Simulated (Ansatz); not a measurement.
Basis-set extrapolation for `O=C(O)O` (PBE0-D4/def2-TZVP geometry, frozen core, Ansatz 0.2.0). Multiplicity 1, RHF reference.

|  | def2-TZVPP | def2-QZVPP |
| --- | --- | --- |
| HF | -263.774315 | -263.786150 |
| MP2 correlation | -0.854764 | -0.922816 |
| CCSD(T) correlation | -0.891500 | not run |

Energies in hartree. Use E(X) = E(∞) + A·exp(−7.88·√X) for Hartree–Fock and E(X) = E(∞) + B·X^(−2.97) for correlation, with X = 3 and 4, and add CCSD(T) minus MP2 of the smaller set to the MP2 limit.

Q: What is the CCSD(T) energy at the basis-set limit?

A: HF limit: -263.786150 + (-0.011835) × 0.13774 = -263.78778. MP2 limit: -0.922816 + (-0.068052) × 0.74074 = -0.97322. Higher-order term: -0.891500 − (-0.854764) = -0.03674. Total: -264.79774 hartree, 82.8 kcal/mol below CCSD(T)/def2-TZVPP.
